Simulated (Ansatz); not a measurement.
A made-up structure of CH₃FSi, closed shell:

```
6
angstrom
C 0.5254 -0.1867 0.4762
Si -0.6768 0.2684 -0.6098
F 0.9560 -1.4546 0.6478
H -1.3749 -0.6226 -1.4673
H -1.0331 1.6409 -0.6857
H 1.0670 0.4457 1.1321
```

It is relaxed with PBE-D4/def2-SVP and then PBE0-D4/def2-TZVP (Ansatz 0.2.0). Atoms count as bonded within 1.22 times the sum of their covalent radii (H–H: 0.88 Å). The end point is not checked to be a true minimum.

Question: Does its bonding change? (A judgement: the text doesn't fix the answer.)

Answer: Computed: No: no bond forms or breaks.

Where it ends: The first stage lowers the energy by 0.23 eV in 6 steps. It ends as CH₃FSi ([F][CH][SiH2]):
```xyz
6
angstrom
C 0.5403 -0.2176 0.4853
Si -0.6860 0.2692 -0.6176
F 0.9709 -1.4771 0.6574
H -1.3998 -0.6701 -1.5013
H -1.0224 1.7027 -0.6632
H 1.0605 0.4842 1.1328
```

Labels in which every atom is bracketed show which atoms are joined, not bond orders.

For scale, one of the runs: PBE0-D4/def2-TZVP relaxation, 117 basis functions, launched by `ansatz run in.yaml --threads 2 --pin off --events-out ev --progress --plain --max-ram 4352MiB`. Hardware: 2 CPU threads of an Arm Neoverse V2, shared host. Wall time about 9 s.
